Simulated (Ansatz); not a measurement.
System: litharge SnO. Method: PBE-D4 in Ansatz (PAW).

Numerical settings: plane-wave cutoff 520 eV, 10×10×8 k mesh (along the axes of the cell as run), Fermi–Dirac smearing 0.01 eV, scalar-relativistic PAW data made under PBE.

Starting structure:

```xyz
4
Lattice="3.8000 0.0000 0.0000 0.0000 3.8000 0.0000 0.0000 0.0000 4.8400" Properties=species:S:1:pos:R:3 pbc="T T T"
Sn     1.9000     0.0000     3.6881
Sn     0.0000     1.9000     1.1519
O      1.9000     1.9000     0.0000
O      0.0000     0.0000     0.0000
```

Problem. Into what structure does the relaxation of cell and atoms lead at this level, with the symmetry of the start kept?

Solution. The volume shrinks by 0.4 %; final space group P4/nmm.
```xyz
4
Lattice="3.8342 0.0000 0.0000 0.0000 3.8342 0.0000 0.0000 0.0000 4.7364" Properties=species:S:1:pos:R:3 pbc="T T T"
Sn     1.9171     0.0000     3.5781
Sn     0.0000     1.9171     1.1583
O      1.9171     1.9171     0.0000
O      0.0000     0.0000     0.0000
```

Note: the solid has no gap at this level, which affects its response; a distance lies near a switch of the dispersion term, which can move the cell.

Ansatz is an electronic-structure program.
